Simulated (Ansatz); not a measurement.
Ansatz (an electronic-structure program) input file for propene (C3H6), SMILES C=CC, PBE/def2-SVPD. The structure is a stationary point at r2SCAN-D4/def2-TZVP.

Ansatz 0.2 input:
```yaml
crystal:
  periodic: [false, false, false]
  atoms:
    - {symbol: C, position_ang: [-0.16334754, 1.22693364, 0.00000000]}
    - {symbol: C, position_ang: [0.45410546, -0.13142494, 0.00000000]}
    - {symbol: C, position_ang: [-0.21993860, -1.27629685, -0.00000000]}
    - {symbol: H, position_ang: [0.15235628, 1.80173498, 0.87694809]}
    - {symbol: H, position_ang: [0.15235628, 1.80173498, -0.87694810]}
    - {symbol: H, position_ang: [-1.25361664, 1.17007268, 0.00000000]}
    - {symbol: H, position_ang: [1.54290975, -0.16293436, 0.00000000]}
    - {symbol: H, position_ang: [-1.30604801, -1.29171041, -0.00000000]}
    - {symbol: H, position_ang: [0.28712638, -2.23416899, -0.00000000]}
basis:
  gaussian:
    orbitals: def2-SVPD
hamiltonian:
  xc: {name: PBE}
```

Log of the run:

```
Functional definition: PBE
integrals: 0.03 GiB planned
891 factors; their error is unknown
mean field: 0.27 GiB planned
mean field evaluation 1: about -3192.5375 eV, gradient 5.8e1 eV
mean field evaluation 2: about -3181.1289 eV, gradient 8.5e1 eV
mean field evaluation 4: about -3201.3386 eV, gradient 9.3e0 eV
mean field evaluation 8: about -3201.5040 eV, gradient 2.8e-1 eV
mean field evaluation 16: about -3201.5041 eV, gradient 5.1e-5 eV
mean field -3201.50414310 eV, -117.6531072014 hartree, gradient 5.1e-5 eV, S^2 0.000000; 0 other end points of the search recorded, 0 dependent functions left out
reference -3201.50417969 eV, -117.6531085461 hartree; 12, 12 occupied and 96, 96 virtual orbitals, 891 factors
Total energy: -3201.50417969 eV, -117.6531085461 hartree
```

Self-consistency was reached.

Cost: very roughly 2.4 core-seconds.
